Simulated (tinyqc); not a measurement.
Pariser-Parr-Pople SCF with singles CI, for the molecule Nc1ccc[cH-]1 (SMILES; centres numbered as the heavy atoms are written), step by step. One step of it, computed by the program tinyqc.

Question. Singles CI, singlets. Over the 8 single excitations with the smallest orbital gaps: A = (e_a - e_i) delta + 2 (ia|jb) - (ij|ab), with (pq|rs) = sum c_mp c_mq gamma_mn c_nr c_ns. f = 2/3 w |mu|^2 in atomic units, mu = sqrt2 sum c_ia sum_m c_mi c_ma R_m.

orbital energies (eV): [-7.275727, -5.051159, -2.517599, -1.720364, 9.683781, 9.793244]

coefficients, order 1N, 2C, 3C, 4C, 5C, 6C:
$$\begin{pmatrix}
0.465265 & 0.731002 & 0.000000 & -0.468249 & 0.000000 & -0.172937 \\
0.537313 & 0.144170 & 0.000000 & 0.519396 & 0.000000 & 0.648643 \\
0.388588 & -0.193699 & 0.605775 & 0.265105 & -0.364742 & -0.491121 \\
0.310502 & -0.430007 & 0.364742 & -0.430354 & 0.605775 & 0.182969 \\
0.310502 & -0.430007 & -0.364742 & -0.430354 & -0.605775 & 0.182969 \\
0.388588 & -0.193699 & -0.605775 & 0.265105 & 0.364742 & -0.491121
\end{pmatrix}$$

repulsion gamma_rs (eV), order 1N, 2C, 3C, 4C, 5C, 6C:
$$\begin{pmatrix}
14.490000 & 7.946200 & 5.240818 & 3.788754 & 3.788754 & 5.240818 \\
7.946200 & 10.540000 & 7.360283 & 5.444035 & 5.444035 & 7.360283 \\
5.240818 & 7.360283 & 10.540000 & 7.362176 & 5.443361 & 5.442075 \\
3.788754 & 5.444035 & 7.362176 & 10.540000 & 7.361262 & 5.443361 \\
3.788754 & 5.444035 & 5.443361 & 7.361262 & 10.540000 & 7.362176 \\
5.240818 & 7.360283 & 5.442075 & 5.443361 & 7.362176 & 10.540000
\end{pmatrix}$$

Centres (angstrom, eV; a flat drawing with bonds scaled to 1.40 angstrom):
```
centre          x          y  core charge z          W   gamma_rr
1N       2.159000   0.000000              2  23.820000  14.490000
2C       0.759000   0.000000              1  10.050000  10.540000
3C      -0.064000   1.133000              1  10.050000  10.540000
4C      -1.395000   0.700000              1  10.050000  10.540000
5C      -1.395000  -0.700000              1  10.050000  10.540000
6C      -0.064000  -1.133000              1  10.050000  10.540000
```

Give: singlet CI matrix; singlet excitation energies; oscillator strengths.

Answer.

singlet CI matrix (eV), order 4>5, 4>6, 3>5, 3>6, 2>5, 2>6, 1>5, 1>6:
$$\begin{pmatrix}
6.301 & 0.000 & 0.000 & 0.768 & -0.601 & 0.000 & -0.147 & 0.000 \\
0.000 & 6.097 & -0.807 & 0.000 & 0.000 & 0.133 & 0.000 & -0.278 \\
0.000 & -0.807 & 6.606 & 0.000 & 0.000 & -0.135 & 0.000 & -0.383 \\
0.768 & 0.000 & 0.000 & 6.715 & 0.464 & 0.000 & -0.170 & 0.000 \\
-0.601 & 0.000 & 0.000 & 0.464 & 9.491 & 0.000 & 0.914 & 0.000 \\
0.000 & 0.133 & -0.135 & 0.000 & 0.000 & 8.870 & 0.000 & -0.106 \\
-0.147 & 0.000 & 0.000 & -0.170 & 0.914 & 0.000 & 11.131 & 0.000 \\
0.000 & -0.278 & -0.383 & 0.000 & 0.000 & -0.106 & 0.000 & 10.476
\end{pmatrix}$$

singlet excitation energies (eV): [5.465, 5.561, 7.170, 7.289, 8.886, 9.221, 10.529, 11.566]

oscillator strengths: [0.031, 0.020, 0.940, 0.846, 0.017, 0.051, 0.001, 0.018]
